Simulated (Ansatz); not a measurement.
**U-wB97X/cc-pVDZ run of Si2NH6 (SMILES [SiH2]N[SiH3])**

Aim: the vertical doublet–quartet gap of Si2NH6 at U-wB97X/cc-pVDZ, from 2 runs. 

Program for the calculation: Ansatz 0.2.0.

60 further runs of the same task are left out: 60 set aside as unsound or not needed.

**1. Starting point**

The species is Si2NH6 (9 atoms), meant as a doublet with charge 0. As SMILES, `[SiH2]N[SiH3]`. The coordinates come from a PBE0-D4/def2-TZVP relaxation. This is one conformer, not always the lowest.

Bond lengths: Si1–N2 1.730 Å, N2–Si3 1.731 Å, Si1–H4 1.491 Å, Si1–H5 1.494 Å, N2–H6 1.011 Å, Si3–H7 1.488 Å, Si3–H8 1.483 Å, Si3–H9 1.488 Å. Some angles: Si1–N2–Si3 128.1°, Si1–N2–H6 115.1°, Si3–N2–H6 116.2°, N2–Si1–H4 107.7°, N2–Si1–H5 108.7°, N2–Si3–H7 111.1°, N2–Si3–H8 107.0°, N2–Si3–H9 112.0°, H4–Si1–H5 110.7°, H7–Si3–H8 109.8°.

**2. A single-point energy at U-wB97X/cc-pVDZ**

job.yaml

```yaml
crystal:
  periodic: [false, false, false]
  atoms:
    - {symbol: Si, position_ang: [-1.200900, 0.925300, -0.948400]}
    - {symbol: N, position_ang: [0.196900, 0.625800, 0.025200]}
    - {symbol: Si, position_ang: [0.611700, -0.820500, 0.880200]}
    - {symbol: H, position_ang: [-1.616500, -0.372000, -1.554500]}
    - {symbol: H, position_ang: [-0.842900, 1.913400, -2.010900]}
    - {symbol: H, position_ang: [0.764100, 1.439300, 0.222200]}
    - {symbol: H, position_ang: [1.982600, -1.276500, 0.525400]}
    - {symbol: H, position_ang: [-0.378200, -1.853400, 0.488500]}
    - {symbol: H, position_ang: [0.571600, -0.627700, 2.355400]}
basis:
  gaussian:
    orbitals: cc-pVDZ
magnetization:
  spin_polarized: true
  initial_magnetization: 1
hamiltonian:
  xc: {name: wB97X}
accuracy: high
output: {orbitals: {seedname: orbitals}}
```

Started as:

```bash
$ ansatz run job.yaml --threads 1 --pin off --max-ram 3480MiB --events-out events.jsonl --progress --plain --runs-dir runs
```

Standard output:

```text
Warning: RAYON_NUM_THREADS=1 ignored (pool sized by the plan → 1); use --threads N
Functional definition: wB97X
  name "wB97X"
  parameter omega = 0.3/bohr
  parameter cx = 0.157706
  parameter cx1 = 0.726479
  parameter cx2 = 1.04760
  parameter cx3 = -5.70635
  parameter cx4 = 13.2794
  parameter css1 = -4.33879
  parameter css2 = 18.2308
  parameter css3 = -31.7430
  parameter css4 = 17.2901
  parameter cos1 = 2.37031
  parameter cos2 = -11.3995
  parameter cos3 = 6.58405
  parameter cos4 = -3.78132
  exchange = spin_sum(e_x_unif_sr(omega)*poly(b97_u_x, 1 - cx, cx1, cx2, cx3, cx4)) + cx*exact_x_sr(omega)
      + exact_x_lr(omega)
  correlation = spin_sum(e_c_pw_same_spin*poly(b97_u_same, 1, css1, css2, css3, css4))
      + integral(e_c_pw_opposite_spin*poly(b97_u_opposite, 1, cos1, cos2, cos3, cos4))
1930 factors; integrals over basis functions are off by at most 3.8e-9 eV
390 factors; integrals over basis functions are off by at most 2.4e-9 eV
mean field evaluation 1: about -17338.0039 eV, gradient 2.9e1 eV
mean field evaluation 2: about -17337.4982 eV, gradient 3.0e1 eV
mean field evaluation 4: about -17341.3422 eV, gradient 3.4e-1 eV
mean field evaluation 8: about -17341.4318 eV, gradient 4.3e-2 eV
mean field evaluation 16: about -17341.4318 eV, gradient 1.6e-4 eV
mean field -17341.43183487 eV, -637.2858654868 hartree, gradient 8.3e-8 eV, S^2 0.752805; 0 other end points of the search recorded, 0 dependent functions left out
reference -17341.43183190 eV, -637.2858653778 hartree; 21, 20 occupied and 59, 60 virtual orbitals, 1930 factors
Total energy: -17341.43183190 eV, -637.2858653778 hartree
```

Wall time 52 s (1 thread of Arm Neoverse V1, shared host); peak memory 0.8 GiB.

**3. The quartet**

run.yaml

```yaml
crystal:
  periodic: [false, false, false]
  atoms:
    - {symbol: Si, position_ang: [-1.200900, 0.925300, -0.948400]}
    - {symbol: "N", position_ang: [0.196900, 0.625800, 0.025200]}
    - {symbol: Si, position_ang: [0.611700, -0.820500, 0.880200]}
    - {symbol: H, position_ang: [-1.616500, -0.372000, -1.554500]}
    - {symbol: H, position_ang: [-0.842900, 1.913400, -2.010900]}
    - {symbol: H, position_ang: [0.764100, 1.439300, 0.222200]}
    - {symbol: H, position_ang: [1.982600, -1.276500, 0.525400]}
    - {symbol: H, position_ang: [-0.378200, -1.853400, 0.488500]}
    - {symbol: H, position_ang: [0.571600, -0.627700, 2.355400]}
basis:
  gaussian:
    orbitals: cc-pVDZ
magnetization:
  spin_polarized: true
  initial_magnetization: 3
hamiltonian:
  xc: {name: wB97X}
accuracy: high
output: {orbitals: {seedname: orbitals}}
```

Started as:

```bash
$ ansatz run run.yaml --threads 1 --pin off --max-ram 3480MiB --events-out events.jsonl --progress --plain --runs-dir runs
```

Standard output (excerpt; [...] marks lines left out):

```text
Warning: RAYON_NUM_THREADS=1 ignored (pool sized by the plan → 1); use --threads N
[... 2 set-up lines as earlier in the session ...]
[...]
      + exact_x_lr(omega)
[...]
      + integral(e_c_pw_opposite_spin*poly(b97_u_opposite, 1, cos1, cos2, cos3, cos4))
1930 factors; integrals over basis functions are off by at most 3.8e-9 eV
390 factors; integrals over basis functions are off by at most 2.4e-9 eV
[...]
mean field -17334.55308363 eV, -637.0330760413 hartree, gradient 5.5e-8 eV, S^2 3.758133; 4 other end points of the search recorded, 0 dependent functions left out
reference -17334.55308143 eV, -637.0330759606 hartree; 22, 19 occupied and 58, 61 virtual orbitals, 1930 factors
Total energy: -17334.55308143 eV, -637.0330759606 hartree
```

Run time: 80 s. Hardware: 1 thread of Arm Neoverse V1, shared host; peak memory 0.8 GiB.

**4. Outcome**

At U-wB97X/cc-pVDZ:

| quantity | value |
| --- | --- |
| doublet: total energy | -637.28587 Eh |
| doublet: HOMO energy (highest over α and β) | -7.55 eV |
| doublet: LUMO energy (lowest over α and β) | -0.28 eV |
| doublet: ⟨S²⟩ | 0.753 |
| quartet: total energy | -637.03308 Eh |
| quartet: HOMO energy (highest over α and β) | -3.36 eV |
| quartet: ⟨S²⟩ | 3.758 |
| vertical energy of the quartet above the doublet | 6.879 eV |

**Reading.** At this shape the quartet lies 6.88 eV (159 kcal/mol) above the doublet.
